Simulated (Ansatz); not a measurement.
# How far each method lies from full CI for H$_{2}$B–B, singlet

Geometry: a point of a stretch scan, not a stationary point.

```xyz
4

B     0.0000   -0.0174    0.7423
B     0.0000   -0.0174   -1.0202
H     0.0000    1.4149    1.6145
H     0.0000   -1.0414    1.3659
```

Basis 6-31G; Ansatz 0.2.0. Only valence electrons are correlated (noble-gas cores frozen), which leaves 8 electrons in 20 orbitals. Prefix R: restricted or restricted open-shell reference; prefix U: unrestricted. Active spaces: valence = (8e, 10o) chosen from the atoms' valence shells; pair = (2e, 2o) about the gap.

Full CI is exact within this basis and frozen core; it isn't the basis-set limit. The frozen core follows each run's orbitals, which can shift R against U totals by a few meV.

- UHF ⟨S²⟩: 0.826
- ⟨S²⟩ of the determinant under UCCSD: 1.032
- T1 diagnostic (RCCSD): 0.0143
- largest doubles amplitude (RCCSD): 0.109

```json
{"level": "RMP2", "E − E(RHF) (eV)": "-2.3784"}
{"level": "RCCSD", "E − E(RHF) (eV)": "-3.4705"}
{"level": "RCCSD(T)", "E − E(RHF) (eV)": "-3.5474"}
```

Q: Estimate how far full CI in 6-31G lies from RCCSD(T). The table doesn't fix it; the size of (T) and the diagnostics are the guide.

A: Full CI in 6-31G lies 32 meV below RCCSD(T), which is 42 % of the (T) step (-77 meV). RHF is unstable towards spin polarisation, and the rest is a large part of (T).

The other levels:

```tsv
level	E − E(full CI) (meV)	share of correlation (%)	wall time
UHF†	2997	–	0.39 s
UMP2†	1166	–	–
CISD	369	89.69	0.66 s
UCCSD*†	7	–	–
UCCSD(T)*†	-203	–	3.2 s
BCCD(T)	32	99.11	0.51 s
RCCSDT	6	99.82	–
UCCSDT*†	-413	–	–
RCCSDT(Q)	3	99.92	1.4 s
UCCSDT(Q)*†	-463	–	8 s
RCCSDTQ	0	99.99	22 s
CASSCF (pair space)	2879	19.56	–
NEVPT2 (pair space)	979	72.65	0.48 s
MRCISD (pair space)	244	93.18	–
MRCISD+Q (pair space)	-20	100.57	0.93 s
CASSCF (valence space)	811	77.35	–
NEVPT2 (valence space)	225	93.72	7 s
MRCISD (valence space)	19	99.48	–
MRCISD+Q (valence space)	4	99.88	11 s
```

An asterisk marks runs whose energy the program itself flagged as in doubt. A dagger marks rows that describe another state than the reference (another or a broken symmetry, a higher spin or other natural occupations), so the difference isn't the method's error.

The correlation energy at full CI, counted from RHF, is -3.580 eV. That run took 2.3 min on 1 thread of Arm Neoverse N1, shared host over 11,765,097 determinants.

Times hold each run's SCF and search for its determinant on a shared host, so for small cases they say little of a method's own cost; they ran on 1 thread of Arm Neoverse N1.

More than 5 meV below full CI, which no variational method can be: MRCISD+Q (pair space).

Unrestricted levels hold only the spin's projection, and here they fall towards a lower state of higher spin.

The full-CI state has the irrep A' of Cs, in the program's axes.

Natural occupations of full CI about the gap: 1.969 1.953 1.925 1.834 0.099 0.080 0.053 0.023 0.020 0.017; effectively unpaired electrons, Σ n²(2−n)², 0.20.
